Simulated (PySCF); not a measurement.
# Two probes of the same atoms: core binding energy and nuclear shielding

C₄H₅Cl.
Atom-mapped SMILES: `[Cl:1][CH2:2][CH:3]1[CH:4]=[CH:5]1`

Binding energies: PySCF 2.14.0, delta-SCF UKS SCAN, pcX-2 on the ionised atom, pcseg-1 elsewhere, spin-free X2C. Shieldings: GIAO HF/pcSseg-2, non-relativistic, same geometry.

```csv
atom,isotropic shielding (ppm)
C2,134.3
C3,175.6
C4,66.4
```

Task: What are the C 1s binding energies of these atoms?

Result: 
| atom | environment | C 1s (eV) | isotropic shielding (ppm) |
| --- | --- | --- | --- |
| C4 | alkene CH carbon | 291.15 | 66.4 |
| C3 | allylic carbon | 291.46 | 175.6 |
| C2 | sp3 C–Cl carbon | 292.09 | 134.3 |

Task: Among the listed atoms, is the one with the highest binding energy also the least shielded?

Result: No. The highest binding energy is at C2 (292.09 eV, shielding 134.3 ppm), the lowest shielding at C4 (66.4 ppm, 291.15 eV).

By binding energy: C4 < C3 < C2. By shielding: C4 < C2 < C3.

Of atoms equivalent by bonding only the ionised one is listed; its partners' own values can differ in this conformer. The structure is a single PBE0-D3(BJ)/def2-SVP conformer in the gas phase; no vibrational or solvent corrections.

The values belong to the conformer `[Cl:1][CH2:2][CH:3]1[CH:4]=[CH:5]1`: Cl1–C2–C3–C4 -142°.
